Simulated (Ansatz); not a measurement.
## Ansatz (development build ahead of 0.2.0) run

```yaml
crystal:
  periodic: [false, false, false]
  atoms:
    - { symbol: C, position_ang: [-0.09272, -0.44192, 0.10501] }
    - { symbol: H, position_ang: [-0.83833, -0.8039, 0.85732] }
    - { symbol: H, position_ang: [0.21437, -1.2976, -0.54805] }
    - { symbol: F, position_ang: [0.88752, 0.16013, 0.62761] }
    - { symbol: F, position_ang: [-0.78959, 0.39525, -0.7112] }
basis:
  gaussian: { orbitals: def2-SVP }
total_charge: 1
magnetization:
  spin_polarized: true
  initial_magnetization: 1
hamiltonian:
  xc: hf
output:
  forces: true
```

The input is written out in the form of the current development build from the run's settings.

Results

| Item | Value |
| --- | --- |
| Converged | yes |
| Total energy | -237.23006 hartree |
| Spin squared of the determinant | 0.765 |
| Stability test | minimum |

Forces (eV/Å):
```csv
atom,Fx,Fy,Fz
C1,0.696,-0.398,0.661
H2,-0.305,0.083,-0.370
H3,-0.406,0.130,-0.237
F4,0.141,0.350,-0.017
F5,-0.127,-0.165,-0.037
```
